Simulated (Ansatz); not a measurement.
**BNH4 (SMILES BN) at RPA@PBE/def2-TZVPP**

What is the energy change on altering one bond length of BNH4 at RPA@PBE/def2-TZVPP? 

The calculation is run with Ansatz 0.2.0.

56 further runs of the same task are left out: 56 set aside as unsound or not needed.

**1. Starting point**

The species is BNH4 (6 atoms), meant as a singlet with charge 0. As SMILES, `BN`. Geometry: relaxed at PBE0-D4/def2-TZVP.

Bond lengths: B1–N2 1.385 Å, B1–H3 1.197 Å, B1–H4 1.197 Å, N2–H5 1.006 Å, N2–H6 1.006 Å. Angles: B1–N2–H5 123.2°, B1–N2–H6 123.2°, N2–B1–H3 119.0°, N2–B1–H4 119.0°, H5–N2–H6 113.5°, H3–B1–H4 122.0°.

**2. A single-point energy at RPA@PBE/def2-TZVPP**

The input, input.yaml:

```yaml
crystal:
  periodic: [false, false, false]
  atoms:
    - symbol: B
      position_ang: [-0.128200, -0.679600, -0.025600]
    - symbol: "N"
      position_ang: [0.146100, 0.677400, 0.010800]
    - symbol: H
      position_ang: [0.225800, -1.368000, 0.887500]
    - symbol: H
      position_ang: [-0.712000, -1.128700, -0.969200]
    - symbol: H
      position_ang: [-0.121600, 1.313700, -0.720800]
    - symbol: H
      position_ang: [0.632000, 1.121400, 0.771300]
basis:
  gaussian:
    orbitals: def2-TZVPP
correlation:
  method: rpa
  frozen_orbitals: {B: 1, H: 0, "N": 1}
hamiltonian:
  xc: {name: PBE}
accuracy: high
```

On the command line:

```sh
$ ansatz run input.yaml --threads 1 --pin off --max-ram 3480MiB --events-out events.jsonl --progress --plain --runs-dir runs
```

What it wrote:

```text
Warning: RAYON_NUM_THREADS=1 ignored (pool sized by the plan → 1); use --threads N
Functional definition: PBE
  name "PBE"
  parameter kappa = 0.804
  parameter beta = 0.06672455060314922
  exchange = pbe_x(kappa = kappa, mu = beta*pi^2/3)
  correlation = pbe_c(beta = beta)
2045 factors; integrals over basis functions are off by at most 3.0e-9 eV
mean field evaluation 1: about -2221.4972 eV, gradient 6.5e1 eV
mean field evaluation 2: about -2221.4952 eV, gradient 6.5e1 eV
mean field evaluation 4: about -2229.0831 eV, gradient 1.9e1 eV
mean field evaluation 8: about -2230.0133 eV, gradient 1.1e-1 eV
mean field evaluation 16: about -2230.0134 eV, gradient 6.3e-7 eV
mean field -2230.01335583 eV, -81.9514792695 hartree, gradient 4.1e-8 eV, S^2 0.000000; 0 other end points of the search recorded, 0 dependent functions left out
2 core orbitals not correlated: weight in the atoms' cores, before any rotation towards them, 1.000 or more for the frozen orbitals, at most 0.000 for the correlated occupied ones
reference -2218.03100134 eV, -81.5111358639 hartree; 6, 6 occupied and 110, 110 virtual orbitals, 2045 factors
Total energy: -2233.35044839 eV, -82.0741151591 hartree
```

It took 12 s on 1 thread of Arm Neoverse V1, shared host; peak memory 0.42 GiB.

**3. The distorted shape, same level**

The input, molecule.yaml:

```yaml
crystal:
  periodic: [false, false, false]
  atoms:
    - {symbol: B, position_ang: [-0.169352, -0.883187, -0.031061]}
    - {symbol: N, position_ang: [0.146100, 0.677400, 0.010800]}
    - {symbol: H, position_ang: [0.184648, -1.571587, 0.882039]}
    - {symbol: H, position_ang: [-0.753152, -1.332287, -0.974661]}
    - {symbol: H, position_ang: [-0.121600, 1.313700, -0.720800]}
    - {symbol: H, position_ang: [0.632000, 1.121400, 0.771300]}
basis:
  gaussian:
    orbitals: def2-TZVPP
accuracy: high
correlation:
  method: rpa
  frozen_orbitals: {B: 1, H: 0, "N": 1}
hamiltonian:
  xc: pbe
```

On the command line:

```sh
$ ansatz run molecule.yaml --threads 1 --pin off --max-ram 3480MiB --events-out events.jsonl --progress --plain --runs-dir runs
```

What it wrote:

```text
Warning: RAYON_NUM_THREADS=1 ignored (pool sized by the plan → 1); use --threads N
Functional definition: PBE
  name "PBE"
  parameter kappa = 0.804
  parameter beta = 0.06672455060314922
  exchange = pbe_x(kappa = kappa, mu = beta*pi^2/3)
  correlation = pbe_c(beta = beta)
2032 factors; integrals over basis functions are off by at most 3.2e-9 eV
mean field evaluation 1: about -2221.3837 eV, gradient 6.4e1 eV
mean field evaluation 2: about -2221.3827 eV, gradient 6.4e1 eV
mean field evaluation 4: about -2227.4670 eV, gradient 2.5e1 eV
mean field evaluation 8: about -2229.4279 eV, gradient 1.6e-1 eV
mean field evaluation 16: about -2229.4275 eV, gradient 1.2e-5 eV
mean field -2229.42748566 eV, -81.9299489377 hartree, gradient 5.4e-8 eV, S^2 0.000000; 0 other end points of the search recorded, 0 dependent functions left out
2 core orbitals not correlated: weight in the atoms' cores, before any rotation towards them, 1.000 or more for the frozen orbitals, at most 0.000 for the correlated occupied ones
reference -2217.28356260 eV, -81.4836679968 hartree; 6, 6 occupied and 110, 110 virtual orbitals, 2032 factors
Total energy: -2232.80089514 eV, -82.0539194496 hartree
```

Wall time 12 s (1 thread of Arm Neoverse V1, shared host); peak memory 0.44 GiB.

**4. Results**

Level: RPA@PBE/def2-TZVPP, 2 core orbitals frozen.

| quantity | value |
| --- | --- |
| first shape: total energy | -82.07412 Eh |
| first shape: RPA correlation energy (valence) | -563.0 mEh |
| distorted shape: total energy | -82.05392 Eh |
| distorted shape: RPA correlation energy (valence) | -570.3 mEh |
| energy change with the B1–N2 bond stretched from 1.385 to 1.593 Å | 0.550 eV |

What this shows: With the B1–N2 bond stretched from 1.385 to 1.593 Å the energy rises by 0.55 eV (53.0 kJ/mol). The first shape isn't relaxed at this level, so the change isn't measured from a minimum.
